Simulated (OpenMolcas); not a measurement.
## BOF (SMILES O=BF): methods side by side

BOF: 3 atoms, total charge 0, spin state singlet. As SMILES, `O=BF`. The shape is that of a PBE0-D4/def2-TZVP optimisation.

```xyz
3

O     0.9831   -0.5651    0.4799
B     0.0203   -0.0116    0.0099
F    -1.0034    0.5768   -0.4898
```

Each level gives the energy change with the B2–F3 bond stretched from 1.282 to 2.244 Å (eV). The values are calculated.

```tsv
level	kind	program	value (eV)	less FCI/STO-3G	CPU time (all runs)
B3LYP/STO-3G (restricted)	global hybrid	OpenMolcas	6.08	+1.57	7.7 s
M06-2X/STO-3G (restricted)	hybrid meta-GGA	OpenMolcas	6.61	+2.10	8.6 s
PBE0/STO-3G (restricted)	global hybrid	OpenMolcas	6.33	+1.82	7.3 s
B2PLYP/STO-3G (restricted)	double hybrid	OpenMolcas	6.06	+1.55	7 s
MP2/STO-3G (restricted)	perturbation theory	OpenMolcas	5.96	+1.45	3.5 s
ACPF/STO-3G (restricted)	coupled cluster or CI	OpenMolcas	3.38	-1.13	3.7 s
CISD/STO-3G (restricted)	coupled cluster or CI	OpenMolcas	5.12	+0.61	3.7 s
FCI/STO-3G	exact in the basis	OpenMolcas	4.51	0.00	63 s
```

FCI/STO-3G is exact within its basis and frozen core, so for wave-function methods in that basis the difference is their error; functionals converge differently with the basis, so for them it is only a difference. The first shape isn't each level's own minimum. The values span 3.38 to 6.61 eV. All rows use very small basis sets, so even the best lies far from the true value. Times are those of the runs behind each value, whatever else they computed, on shared processors of several kinds: orders of magnitude only.
